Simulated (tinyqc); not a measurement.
A ladder of methods, and size consistency: correlation methods against full CI in the sto-6g basis, for HF, spin multiplicity 1. Computed by the program tinyqc with PySCF. All electrons correlated; +Q is the Davidson correction (1 - c0^2) E_corr. The last columns treat two copies 100 angstrom apart as one system. FCI is the lowest singlet.

Geometry (angstrom):
```
atom,x,y,z
F,0.0000,0.0000,0.0000
H,0.0000,0.0000,0.7930
```

RHF energy of one = -99.455579 hartree

Correlation energies (hartree):
```
method,E_corr of one,share of FCI (%),E_corr of two at 100 angstrom,two minus twice one (mhartree)
MP2,-0.01261,70.736,-0.02521,0.000
CISD,-0.01782,100.000,-0.03535,0.293
CISD+Q,-0.01797,100.837,-0.03593,0.015
CCSD,-0.01782,100.000,-0.03565,0.000
CCSD(T),-0.01782,100.000,-0.03565,0.000
FCI,-0.01782,100.000,-,-
```

What does the comparison show, and why?

MP2 recovers 71 %, CISD 100.0 % and CCSD 100.0 % of the FCI value (c0^2 = 0.992 in CISD). MP2 and coupled cluster are size consistent, so their last column vanishes; CISD loses 0.29 mhartree, since a double excitation on each copy is a quadruple of the pair, and the Davidson correction leaves +0.01. With two electrons, or one virtual orbital, CISD and CCSD are exact for one copy, so +Q overshoots there.
